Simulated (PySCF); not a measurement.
Give a PBE0-D3(BJ)/def2-SVP geometry of `O=C([O-])OCF`. (Charge -1.)

Z-matrix in Å and degrees, rows numbered from 1:
```
O 
C   1  1.2280
O   2  1.2184  1  135.24
O   2  1.5084  1  114.26  3  -178.74
C   4  1.3382  2  117.25  1    -7.27
F   5  1.4016  4  112.18  2   -98.52
H   5  1.1108  4  109.85  2   145.03
H   5  1.1047  4  111.16  2    20.52
```

Of the pairs four or more bonds apart, O1···H8 is among the closest relative to their van der Waals radii: 2.15 Å, 79 % of the sum of Bondi's values. The C–O distances run from 1.218 Å (C2–O3, drawn single in one of several resonance forms) to 1.508 Å (C2–O4, drawn single), a spread of 0.290 Å. O4 (oxygen singly bound to a carbonyl carbon) is bent (angle 117.3°). C2 (carbonate carbon) is planar (angles 135.2°, 114.3° and 110.5°, sum 360.0°, 0.01 Å off the plane of its three neighbours).

Method used: PBE0-D3(BJ)/def2-SVP geometry optimisation, gas phase (PySCF 2.14.0).

Point group: C1 (no symmetry element, even within 0.4 Å). Not checked by PBE0-D3(BJ)/def2-SVP frequencies. Torsions: O1–C2–O4–C5 -7°, C2–O4–C5–F6 -99°.

One conformer stands for the species.
